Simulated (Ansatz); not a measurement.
**Relaxing Ge₂As**

These are results of DFT PBE, scalar-relativistic, plane waves, PAW (Ansatz 0.2.0), not measurements. Cutoff 420 eV, Γ-centred k mesh, Gaussian smearing, no spin polarisation in the final step.

The start puts Ge₂As on the anti-fluorite structure type (Fm-3m, No. 225), with As in place of Ca, Ge in place of F, at a guessed volume.

```yaml
crystal:
  lattice:
    - [0.00000, 3.02017, 3.02017]
    - [3.02017, 0.00000, 3.02017]
    - [3.02017, 3.02017, 0.00000]
  atoms:
    - { symbol: Ge, position: [0.25000, 0.25000, 0.25000] }
    - { symbol: Ge, position: [0.75000, 0.75000, 0.75000] }
    - { symbol: As, position: [0.00000, 0.00000, 0.00000] }
```

Cell and atoms relax at zero pressure; the relaxation can't lower the symmetry of the start. After a coarse first stage the cell is made exact in the group found at 0.06 Å.

Energies over the elements count from the elements' standard structures at the same level, with no empirical corrections.

Problem. What does it relax into?

Solution. It keeps Fm-3m (No. 225). The result has the fluorite structure. Conventional cell: a = 6.497 Å. Around Ge lie 4 As at 2.81 Å and 6 Ge at 3.25 Å; around As lie 8 Ge at 2.81 Å.

Space group Fm-3m (No. 225). a = 6.497 Å, b = 6.497 Å, c = 6.497 Å, α = 90.00°, β = 90.00°, γ = 90.00°
| atom | site | symmetry | x | y | z |
| --- | --- | --- | --- | --- | --- |
| Ge | 8c | -43m | 0.2500 | 0.7500 | 0.7500 |
| As | 4a | m-3m | 0.0000 | 0.0000 | 0.0000 |

Problem. What are its volume, energy, density and gap?

Solution. The volume per atom is 22.86 Å³ and the density is 5.33 g/cm³. The energy over the elements is 0.39 eV/atom and the gap on the 12×12×12 mesh is 0 eV (a metal).

The final run used a 12×12×12 mesh on its 3-atom cell and 0.10 eV smearing. For metals, differences of a few meV/atom aren't resolved. A structure relaxed within its symmetry needn't be a true minimum.

Cost: 3 runs of about 0.8 core-minutes in all, on Arm Neoverse V1 (shared hosts).